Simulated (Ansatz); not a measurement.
Antiferromagnetic (type II) rock-salt NiO was calculated with LDA (Ansatz, an electronic-structure program, PAW).

Numerical settings: plane-wave cutoff 930 eV, 14×14×14 k mesh, spin-polarised with opposed moments, scalar-relativistic PAW data made under PBE.

Cell (measured lattice):

NiO is modelled in the cubic space group Fm-3m (No. 225), the rock salt structure, Pearson symbol cF8. Lattice parameters: a = 4.170 Å, b = 4.170 Å, c = 4.170 Å, α = 90.00°, β = 90.00°, γ = 90.00°. Ni on 4a is coordinated by 6 O at 2.085 Å (octahedral). O on 4b has 6 Ni at 2.085 Å (octahedral). (Neighbours: up to the widest gap in distance over summed covalent radii, below 1.35, at either atom; cation-cation and far metal-metal contacts left out.)
(The calculation used a cell of 4 atoms; values per cell refer to that cell.)

Problem. Give the computed Voigt–Reuss–Hill bulk modulus, polycrystal shear modulus (Hill average), Young modulus and Poisson ratio.

Solution. 
- Voigt–Reuss–Hill bulk modulus: 172 GPa
- polycrystal shear modulus (Hill average): 64.8 GPa
- Young modulus: 173 GPa
- Poisson ratio: 0.333

Note: the cell isn't this level's own, so it is under some stress, which shifts stiffness and frequencies.

Elastic constants are with the ions relaxed.

Static lattice: no zero-point or thermal effects.
